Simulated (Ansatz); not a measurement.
# [CH$_{3}$···H···H], doublet along the distance C1-H5

Starting geometry:

```xyz
6

C    -0.1250    0.0000    0.0000
H    -0.4882    1.0273    0.0000
H    -0.4882   -0.5137    0.8897
H    -0.4882   -0.5137   -0.8897
H     0.9646    0.0000    0.0000
H     1.9890    0.0000    0.0000
```

From there H5 is moved from one fragment to the other while all else, the fragments' distance too, stays fixed; atoms are numbered as listed. Energies are in kcal/mol, counted from the starting geometry at the same level.

Basis 6-31G; Ansatz 0.2.0. Correlated methods freeze the noble-gas cores. Prefix R: restricted or restricted open-shell reference.

Full CI is exact within this basis and frozen core; it isn't the basis-set limit.

```
distance C1-H5 (Å)  RMP2
             1.013   2.1
             1.090   0.0
             1.130   0.5
             1.169   1.5
             1.209   2.7
             1.249   4.2
             1.289   5.9
             1.329   7.9
             1.369  10.0
```

Estimate the full CI curve in 6-31G from this one, knowing how RMP2 errs.

The computed full CI values, in kcal/mol from the starting point, and the error of RMP2 against them:
```tsv
distance C1-H5 (Å)	full CI	RMP2 less full CI
1.013	2.7	-0.6
1.090	0.0	0.0
1.130	0.2	0.3
1.169	0.9	0.6
1.209	2.0	0.7
1.249	3.3	0.9
1.289	4.6	1.3
1.329	6.0	1.8
1.369	7.7	2.2
```

The error spans 2.8 kcal/mol and is largest, 2.2 kcal/mol, at 1.369 Å.
